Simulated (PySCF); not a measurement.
## cyclobutylamine, C₄H₉N

Cartesian coordinates in Å; atom numbers follow the order of the lines, from 1:
```xyz
14

N     1.8995    0.3654   -0.4098
C     0.5670    0.4709    0.1204
C    -0.5944    0.4920   -0.8842
C    -1.4554   -0.2354    0.1657
C    -0.1530   -0.6929    0.8474
H     2.0090   -0.4971   -0.9303
H     2.5915    0.3625    0.3291
H     0.5209    1.3681    0.7463
H    -0.9264    1.4565   -1.2707
H    -0.3713   -0.1663   -1.7294
H    -2.1434   -1.0043   -0.1859
H    -2.0088    0.4697    0.7891
H    -0.1152   -0.7317    1.9379
H     0.1839   -1.6537    0.4463
```

Computed, not measured: PySCF, quadratic response CAM-B3LYP/def2-TZVPD first hyperpolarisability, Taylor convention, gas phase. Geometry: PBE0-D3(BJ)/def2-TZVP.

(1) Give the tensor of the static β(0;0,0) in the axes of these coordinates.

Results:

(1) In au, Taylor convention; rows are the first index (the induced dipole):
```csv
,xx,yy,zz,xy,xz,yz
x,+34.6,+1.2,+3.0,+13.6,+0.1,-1.9
y,+13.6,+27.4,+10.5,+1.2,-1.9,+6.5
z,+0.1,+6.5,-14.0,-1.9,+3.0,+10.5
```
Norm of βᵢ = ⅓ Σⱼ (βᵢⱼⱼ + βⱼᵢⱼ + βⱼⱼᵢ): 64.9 au, hyper-Rayleigh value 25.0 au.
